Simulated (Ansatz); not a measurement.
SiH3F (SMILES F[SiH3]): methods side by side

SiH3F has 5 atoms, charge 0, and is taken as a singlet. SMILES: `F[SiH3]`. The shape was relaxed beforehand at PBE0/def2-SVP.

```tsv
atom	x (Å)	y (Å)	z (Å)
F	-1.2947	0.1656	0.8716
Si	0.0435	-0.0194	-0.0309
H	-0.3641	-0.1939	-1.4524
H	0.7765	-1.2230	0.4498
H	0.8888	1.1971	0.1204
```

Each level gives the dissociation energy of the H3–Si2 bond into doublet H and doublet SiH2F (shapes relaxed at PBE0/def2-SVP, no zero-point term) (eV). The values are calculated.

```csv
level,kind,program,value (eV),less CCSD(T)/def2-TZVPP,CPU time (all runs)
SVWN5/def2-TZVPP,LDA,Ansatz,4.40,+0.14,1.3 s
BLYP/def2-TZVPP,GGA,Ansatz,4.10,-0.16,2.3 s
r2SCAN/def2-TZVPP,meta-GGA,Ansatz,4.08,-0.18,5.2 s
CAM-B3LYP/def2-TZVPP,range-separated hybrid,Ansatz,4.24,-0.02,3.1 s
wB97M-V/def2-TZVPP,range-separated hybrid,Ansatz,4.31,+0.05,10 s
B2PLYP/def2-TZVPP,double hybrid,Ansatz,4.21,-0.05,4 s
RPA@PBE/def2-TZVPP,RPA,Ansatz,4.19,-0.07,3.7 s
CCSD(T)/def2-TZVPP,coupled cluster or CI,Ansatz,4.26,0.00,9.8 s
```

CCSD(T)/def2-TZVPP is the highest level here, not the true value. The values span 4.08 to 4.40 eV. Measured bond enthalpies also hold zero-point and thermal terms, a few tenths of an eV less. In so small a basis fixed costs decide the times, and correlated methods can beat functionals. Times are those of the runs behind each value, whatever else they computed, on shared processors of several kinds: orders of magnitude only.
